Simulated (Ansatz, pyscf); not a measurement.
`[SiH4]` + `[CH]#[CH]` → `[CH2]=[CH][SiH3]`, an addition across a multiple bond or ene-type step on the singlet surface: H–Si broken, C–Si, C–H formed. Structures and frequencies: ωB97X-D3(BJ)/def2-SVP in PySCF. Wave-function energies: Ansatz (an electronic-structure program), frozen core, RHF or UHF references. In kcal/mol, from the separated reactants.

| level | barrier | reaction energy |
|---|---|---|
| ωB97X-D3(BJ)/def2-TZVP | 49.54 | -49.11 |
| M06-2X/def2-TZVP | 50.89 | -45.08 |
| CCSD(T)/cc-pV(D+d)Z | 54.07 | -43.51 |
| CCSDT(Q)/cc-pV(D+d)Z | ___ | ___ |
| CCSD(T)/cc-pV(T+d)Z | 52.54 | -43.87 |
| CCSD(T)/cc-pV(Q+d)Z | ___ | -44.20 |

Fill in the missing entries.


- CCSDT(Q)/cc-pV(D+d)Z, barrier: 53.43
- CCSDT(Q)/cc-pV(D+d)Z, reaction energy: -43.41
- CCSD(T)/cc-pV(Q+d)Z, barrier: 52.00

In cc-pV(D+d)Z, going from CCSD(T) to CCSDT(Q) shifts the barrier by -0.65 and the reaction energy by +0.10 kcal/mol. With HF in the quadruple-zeta basis and the correlation energy extrapolated as X⁻³ from X = 3, 4, CCSD(T) gives 51.72 and -44.54; adding the double-zeta shift gives ΔE‡ = 51.08 and ΔE = -44.44 kcal/mol, without core correlation, relativity or geometry relaxation at these levels. At the saddle there is also a short C–Si contact that neither side keeps. One saddle was located; it need not be the lowest between these sides. The CCSD(T) − MP2 part came from Ansatz, without density fitting, on the same reference. The largest closed-shell T1 diagnostic is 0.030, which may signal static correlation.
